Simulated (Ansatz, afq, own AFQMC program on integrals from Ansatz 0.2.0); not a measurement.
# Where AFQMC and coupled cluster stand for AlH₃⁺, doublet

```xyz
4

Al    0.0000    0.0855    0.0000
H     0.0000    0.3386   -2.3221
H     0.0000    0.3386    2.3221
H     0.0000   -2.9671    0.0000
```

Basis cc-pVDZ. Noble-gas cores (and the filled d shells of Ga–Kr and In–Xe) are frozen. Integrals, coupled cluster, full CI and functionals: Ansatz 0.2.0; the random walks run on the same integrals in our own AFQMC program. ph-AFQMC/CISD is guided by a CISD state made of CCSD amplitudes; releasing the constraint for a short imaginary time cuts its bias at the price of noise, slowly where states lie close. ± is one standard error of the sampling.

Determinant: UHF, the one that the program's search chose, which needn't be the lowest solution. The geometry is a point of a scan.

Full CI on the same integrals is exact in this basis and with this determinant's frozen core.

Cautions: strong correlation (T1 0.077, weight of the determinant 0.79, largest double 0.16); unrestricted determinant spin contaminated (⟨S²⟩ 1.75 against 0.75); CCSD(T) is in doubt: in a space of 5 electrons in 8 natural orbitals full CI lies 168 meV below it; the released energies are still falling, so no released level is given (meV from the phaseless value at times in 1/Eh: -3.8 ± 2.2 at 0.24, -7.3 ± 2.0 at 0.51, -10.6 ± 1.7 at 0.99, -16.7 ± 2.0 at 1.62, -24.5 ± 2.1 at 2.40).

The T1 diagnostic is 0.0773 and the weight of the determinant in the CISD state is 0.788. The ⟨S²⟩ of the determinant is 1.745 and the size of the correlated space is 5 electrons in 28 orbitals.

| level | correlation energy (eV) |
| --- | --- |
| MP2 | -0.7273 |
| CCSD | -1.3947 |
| CCSD(T) | -1.4526 |

(1) Estimate where phaseless AFQMC with a CISD trial lies against CCSD(T) on the same integrals.

(1) 13.8 ± 0.2 kJ/mol below CCSD(T).

Reference: full CI, correlation energy -1.630 eV. The cautions show a poor starting determinant, so the rows tell how each method copes with it here, and full CI is the sure value.

```
        level  E − E(reference) (kJ/mol)  share of correlation (%)
      CCSD(T)                       17.1                     89.13
        CCSDT                        1.6                     98.97
     CCSDT(Q)                        0.0                    100.01
       CCSDTQ                        0.0                    100.00
ph-AFQMC/CISD                  3.3 ± 0.2                     97.88
```

CCSDT and higher add their correlation energy to the determinant of the CCSD(T) run, since their own runs factorise the integrals more tightly (a shift of under 2 meV).
